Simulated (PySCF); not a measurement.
## One reaction down a group: Si, Ge, Sn, Pb

The same gas-phase reaction for Si, Ge, Sn, Pb:
- 2 SiCl₂ + O₂ → Si₂O₂ + 2 Cl₂
- 2 GeCl₂ + O₂ → Ge₂O₂ + 2 Cl₂
- 2 SnCl₂ + O₂ → Sn₂O₂ + 2 Cl₂
- 2 PbCl₂ + O₂ → Pb₂O₂ + 2 Cl₂

Energies from PySCF, thermal terms from the rigid-rotor harmonic-oscillator model, ideal gas at 1 bar. † marks an energy on the PBE0/def2-TZVP geometry and frequencies. CCSD(T) freezes the core. Open shells (unrestricted): O₂ (multiplicity 3); the rest are closed-shell singlets. B3LYP is the form with VWN-RPA correlation. Pb, Sn: scalar-relativistic def2 core potential, no spin-orbit coupling. Ge: all electrons, no relativistic terms. Si₂O₂, Ge₂O₂, Sn₂O₂, Pb₂O₂: computed as isolated molecules; such fragments, hydroxides, amides, oligomers or adducts are transient or little studied in the gas. CCSD(T) isn't extrapolated to the basis-set limit. The harmonic model lacks anharmonicity and excited electronic states, which grow with temperature; levels with a mode under 35 cm⁻¹ are left out. Soft modes under 120 cm⁻¹ make the harmonic entropy rough for SnCl₂, PbCl₂, Pb₂O₂. Warning, large T1 diagnostic: Pb₂O₂, Sn₂O₂ (CCSD(T)/def2-SVP†, CCSD(T)/def2-TZVPP†).

ΔH°(298 K) in kJ, by level:

```csv
level,Si,Ge,Sn,Pb
ωB97M-V/def2-TZVP†,-64.6,78.9,191.5,277.8
M06-2X/def2-TZVP†,-77.3,63.7,190.6,293.7
B3LYP/def2-TZVP†,-44.5,107.3,217.2,300.0
PBE0/def2-QZVP†,-38.1,106.1,215.0,298.9
r2SCAN/def2-TZVP†,-13.4,124.5,229.2,308.6
PBE/def2-TZVP†,-24.3,107.0,202.0,272.7
CCSD(T)/def2-SVP†,25.5,135.4,253.0,328.8
CCSD(T)/def2-TZVPP†,-68.3,63.1,171.7,255.2
```

At ωB97M-V/def2-TZVP†, ΔH° rises from Si to Pb, over a range of 342.4 kJ; the steps are +143.5, +112.6, +86.3 kJ. 8 of the 8 levels shown give the same order. The levels scatter most for Si (102.8 kJ between the highest and the lowest) and least for Ge (72.3 kJ). ΔS°(298 K) runs from -58.5 to -52.5 J/K, so TΔS° at 298 K spreads over 1.8 kJ among the members, against 342.4 kJ for ΔH°.

Free energies at ωB97M-V/def2-TZVP†:

```
member  ΔS°(298 K), J/K  ΔG°(298 K), kJ  ΔG°(1200 K), kJ         ΔG° changes sign
------  ---------------  --------------  ---------------  -----------------------
Si                -52.5             -49               -2           1200 to 1400 K
Ge                -52.6              95              141  none from 298 to 2500 K
Sn                -57.5             209              259  none from 298 to 2500 K
Pb                -58.5             295              346  none from 298 to 2500 K
```

The NASA 1993 table holds none of these reactions whole; the comparison is among the levels.
